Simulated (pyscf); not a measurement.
Optimised with ωB97X-D3(BJ)/def2-SVP in PySCF.

**Question.** Estimate the classical barrier height and the reaction energy of `[F][Ge][F]` [singlet] + `[H][H]` + `[H][H]` → `[F][GeH2][F]` + `[H][H]` at ωB97M-D3(BJ)/def2-TZVP. The step runs on the singlet surface, breaks H–H, H–H and forms Ge–H, Ge–H, H–H; take the separated reactants as zero.

**Answer.** ΔE‡ = 48.0 kcal/mol, ΔE = -9.2 kcal/mol. Zero-point energy shifts the barrier by +4.6 kcal/mol. It is a multi-bond step, with an imaginary mode of 1927i cm⁻¹. This is the saddle that the search found; another between the same sides may lie lower. Elements up to Kr have no core potential and no relativistic terms here.
